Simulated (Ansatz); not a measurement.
Isolated molecules relaxed with PBE0-D4/def2-TZVP in Ansatz; ΔE leaves out vibrations. CBS: MP2 limit from def2 TZ/QZ plus the TZ coupled-cluster correction, frozen cores. This one scheme is used for every species. DFT in def2-TZVPP. B3LYP here is the variant with VWN-RPA as its local correlation; programs differ in this. One conformer a species, not always the lowest.

`C[Si]F` + H₂S → `C[Si]S` + H–F  (ligand exchange at the Si–F bond)

```json
{"species": "`C[Si]F`", "B3LYP energy (Eh)": "-429.36185"}
{"species": "H₂S", "B3LYP energy (Eh)": "-399.42676"}
{"species": "`C[Si]S`", "B3LYP energy (Eh)": "-728.27307"}
{"species": "H–F", "B3LYP energy (Eh)": "-100.49272"}
```

(1) Work out ΔE.

Largest T1 diagnostic among the species: 0.014.

## Answers

(1) ΔE = (-728.27307) + (-100.49272) − (-429.36185) − (-399.42676) = 0.02282 Eh = +0.62 eV. CCSD(T)/CBS gives +0.48 eV.

The D4 term adds −0.08 eV with B3LYP and −0.04 eV with PBE0; it sums over pairs of atoms, weighted by their polarisabilities, and B3LYP, whose exchange is more repulsive, gets the larger term. From BLYP to BHLYP (50 % exact exchange), in def2-TZVPP and without D4, ΔE moves by +0.03 eV.
